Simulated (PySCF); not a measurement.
Electrostatic solvation of a mixed set.

All values: CAM-B3LYP/def2-SVPD (PySCF, non-relativistic), each on one gas-phase PBE0-D3(BJ)/def2-SVP geometry that isn't relaxed in the solvent. The solvent is an IEF-PCM continuum (cavity from Bondi-type radii × 1.2). Specific hydrogen bonds and non-electrostatic terms are outside this model.

**Question.** Order them by E(solvent) − E(gas) in dichloromethane (ε = 8.93), most negative first (kcal/mol).
A. `C[C@@H]1S[C@@H]1F`
B. `[CH3:1][C:2](=[S:3])[CH2:4][F:5]` with C1–C2–C4–F5 -1°
C. `[CH2:1]=[C:2]([F:3])[S:4][CH3:5]` with C1–C2–S4–C5 -142°

**Answer.** B (-3.9), A (-3.2), C (-2.6).

```tsv
SMILES	charge	ΔE (kcal/mol)	polarisation term (kcal/mol)	HOMO shift (eV)	dipole gas (D)	dipole solvent (D)	atoms	lowest singlet, gas (eV)	lowest singlet, solvent (eV)
CC(=S)CF	0	-3.9	-4.5	-0.04	1.10	1.72	10	2.62	2.75
C[C@@H]1S[C@@H]1F	0	-3.2	-3.8	-0.04	2.13	2.83	10	5.04	5.11
C=C(F)SC	0	-2.6	-2.9	0.00	1.10	1.38	10	5.39	5.42
```

The polarisation term is half the interaction of the solute with the induced surface charges. Singlets are vertical TDDFT energies (frozen core, non-equilibrium response), the lowest in each medium.
